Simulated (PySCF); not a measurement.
C4H7FO.
SMILES: `CC(C)(F)C=O`

The closed-shell SCF was solved with PySCF and density fitting under several settings on one GFN2-xTB geometry (grid level 2 and gas phase unless stated).

```tsv
settings	basis functions	SCF cycles	E (Eh)	HOMO (eV)	LUMO (eV)	dipole (D)
PBE0/pcSseg-1	137	14	-331.2994	-7.68	-1.09	1.42
PBE0/def2-SVPD	182	14	-331.1082	-7.79	-1.25	1.45
```

Q: Estimate the row for these settings: B97-D/pcSseg-1, energy threshold 1e-11 Eh.

A: 
| settings | basis functions | SCF cycles | E (Eh) | HOMO (eV) | LUMO (eV) | dipole (D) |
| --- | --- | --- | --- | --- | --- | --- |
| B97-D/pcSseg-1, energy threshold 1e-11 Eh | 137 | 13 | -331.4524 | -6.12 | -2.17 | 1.40 |

Q: Over all rows, what range does the HOMO–LUMO gap span?

A: From 3.95 eV (B97-D/pcSseg-1, energy threshold 1e-11 Eh) to 6.59 eV (PBE0/pcSseg-1). The functional of the narrowest has no exact exchange, that of the widest 25 % exact exchange.

Q: Compare two rows with the functional PBE0: PBE0/pcSseg-1 and PBE0/def2-SVPD. Which energy is lower, and by how much?

A: PBE0/pcSseg-1 (137 functions) lies 0.1912 Eh or 120 kcal/mol below PBE0/def2-SVPD (182 functions). The smaller set gives the lower energy; the two sets aren't nested, so the variational bound doesn't order them by size.

B97-D ran without the empirical dispersion term, which would shift the total energy alone. Cycle counts include a coarse-grid stage where the run had one.

Conformer computed: `[CH3:1][C:2]([CH3:3])([F:4])[CH:5]=[O:6]`: C1–C2–C5–O6 68°.

One conformer stands for the species.
